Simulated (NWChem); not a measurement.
All runs are NWChem calculations. System: hydrogen sulfide (H₂S), charge 0, spin multiplicity 1, at a geometry optimised with PBE/def2-SVP. Level: LDA (SVWN5)/cc-pVQZ.

Part of the output:

```
             Northwest Computational Chemistry Package (NWChem) 7.3.0
             --------------------------------------------------------

                                NWChem Input Module
                                -------------------

 Scaling coordinates for geometry "geometry" by  1.889725989
 (inverse scale =  0.529177249)

 Turning off AUTOSYM since
 SYMMETRY directive was detected!

                             Geometry "geometry" -> ""
                             -------------------------

 Output coordinates in angstroms (scale by  1.889725989 to convert to a.u.)

  No.       Tag          Charge          X              Y              Z
 ---- ---------------- ---------- -------------- -------------- --------------
    1 S                   16.0000     0.00000000     0.00000000     0.10558800
    2 H                    1.0000    -0.97399400     0.00000000    -0.84470000
    3 H                    1.0000     0.97399400     0.00000000    -0.84470000

 Effective nuclear repulsion energy (a.u.)      12.7157812366

            Nuclear Dipole moment (a.u.)
            ----------------------------
        X                 Y               Z
 ---------------- ---------------- ----------------
     0.0000000000     0.0000000000     0.0000151178

      Symmetry information
      --------------------

 Group name             C2v
 Group number             16
 Group order               4
 No. of unique centers     2

      Symmetry unique atoms

     1    2


 Summary of "ao basis" -> "" (spherical)
 ------------------------------------------------------------------------------
       Tag                 Description            Shells   Functions and Types
 ---------------- ------------------------------  ------  ---------------------
 *                          cc-pvqz                   on all atoms

                                 NWChem DFT Module
                                 -----------------

 Summary of "ao basis" -> "ao basis" (spherical)
 ------------------------------------------------------------------------------
       Tag                 Description            Shells   Functions and Types
 ---------------- ------------------------------  ------  ---------------------
 S                          cc-pvqz                 17       59   6s5p3d2f1g
 H                          cc-pvqz                 10       30   4s3p2d1f

 Summary of "ao basis" -> "ao basis" (spherical)
 ------------------------------------------------------------------------------
[...]
    63     -0.074906  2 H  s                 93      0.074906  3 H  s

 Vector    8  Occ=2.000000D+00  E=-3.342491D-01  Symmetry=a1
              MO Center=  7.7D-15, -4.6D-16,  1.3D-01, r^2= 1.6D+00
   Bfn.  Coefficient  Atom+Function         Bfn.  Coefficient  Atom+Function
  ----- ------------  ---------------      ----- ------------  ---------------
    18      0.345407  1 S  pz                15      0.282771  1 S  pz
     5      0.276316  1 S  s                 12      0.254490  1 S  pz
     6      0.251054  1 S  s                  3      0.217515  1 S  s
    21      0.156332  1 S  pz                62     -0.149213  2 H  s
    92     -0.149213  3 H  s                  4      0.112664  1 S  s

 Vector    9  Occ=2.000000D+00  E=-2.334391D-01  Symmetry=b2
              MO Center= -2.8D-17, -7.8D-16,  4.2D-02, r^2= 1.5D+00
   Bfn.  Coefficient  Atom+Function         Bfn.  Coefficient  Atom+Function
  ----- ------------  ---------------      ----- ------------  ---------------
    17      0.459922  1 S  py                14      0.341942  1 S  py
    11      0.318179  1 S  py                20      0.304201  1 S  py
     8      0.076436  1 S  py                71      0.025394  2 H  py
   101      0.025394  3 H  py

 Vector   10  Occ=0.000000D+00  E=-2.519123D-02  Symmetry=b1
              MO Center= -1.1D-13, -3.8D-16, -2.2D-01, r^2= 3.1D+00
   Bfn.  Coefficient  Atom+Function         Bfn.  Coefficient  Atom+Function
  ----- ------------  ---------------      ----- ------------  ---------------
    63      0.941426  2 H  s                 93     -0.941426  3 H  s
    19      0.911224  1 S  px                16      0.527951  1 S  px
    62      0.447114  2 H  s                 92     -0.447114  3 H  s
    13      0.224495  1 S  px                10      0.203374  1 S  px
    61      0.115590  2 H  s                 91     -0.115590  3 H  s

 Vector   11  Occ=0.000000D+00  E=-1.937551D-02  Symmetry=a1
              MO Center=  9.7D-14, -3.4D-15, -6.6D-01, r^2= 4.7D+00
   Bfn.  Coefficient  Atom+Function         Bfn.  Coefficient  Atom+Function
  ----- ------------  ---------------      ----- ------------  ---------------
     6      1.833681  1 S  s                 63     -1.199709  2 H  s
    93     -1.199709  3 H  s                 21     -0.874192  1 S  pz
    18     -0.575852  1 S  pz                62     -0.469553  2 H  s
    92     -0.469553  3 H  s                  5      0.340795  1 S  s
     3      0.241459  1 S  s                 12     -0.155241  1 S  pz

 Vector   12  Occ=0.000000D+00  E= 1.177489D-01  Symmetry=b1
              MO Center= -2.1D-14,  4.2D-15, -4.5D-01, r^2= 5.9D+00
   Bfn.  Coefficient  Atom+Function         Bfn.  Coefficient  Atom+Function
  ----- ------------  ---------------      ----- ------------  ---------------
    63      1.096796  2 H  s                 93     -1.096796  3 H  s
    62     -0.889160  2 H  s                 92      0.889160  3 H  s
    19     -0.588266  1 S  px                10      0.270127  1 S  px
     7      0.204222  1 S  px                25     -0.110103  1 S  d  1
    16      0.104037  1 S  px                41      0.089984  1 S  f  1

 center of mass
 --------------
 x =   0.00000000 y =   0.00000000 z =   0.09303298

 moments of inertia (a.u.)
 ------------------
           6.114655699933           0.000000000000           0.000000000000
           0.000000000000          12.943156388186           0.000000000000
           0.000000000000           0.000000000000           6.828500688253

     Multipole analysis of the density
     ---------------------------------

     L   x y z        total         alpha         beta         nuclear
     -   - - -        -----         -----         ----         -------
     0   0 0 0      0.000000     -9.000000     -9.000000     18.000000

     1   1 0 0      0.000000      0.000000      0.000000      0.000000
     1   0 1 0     -0.000000     -0.000000     -0.000000      0.000000
     1   0 0 1     -0.432025     -0.216020     -0.216020      0.000015

     2   2 0 0     -9.217076     -7.996279     -7.996279      6.775483
     2   1 1 0     -0.000000     -0.000000     -0.000000      0.000000
     2   1 0 1      0.000000      0.000000      0.000000      0.000000
     2   0 2 0    -12.456857     -6.228428     -6.228428      0.000000
     2   0 1 1     -0.000000     -0.000000     -0.000000      0.000000
     2   0 0 2    -10.076852     -7.904950     -7.904950      5.733049

 Task  times  cpu:        5.2s     wall:        5.2s

 Total times  cpu:        5.3s     wall:        5.3s
```

Problem. Write an NWChem input that would produce this output.

Solution. Several could match; the one computed here: 
```
start mol
memory heap 200 mb stack 800 mb global 1000 mb
geometry units angstroms nocenter noautoz
  S      0.000000     0.000000     0.105588
  H     -0.973994     0.000000    -0.844700
  H      0.973994     0.000000    -0.844700
  symmetry group C2v
end
basis spherical
  * library cc-pvqz
end
dft
  xc slater vwn_5
  semidirect memsize 60000000 filesize 0
  iterations 100
end
task dft energy
```
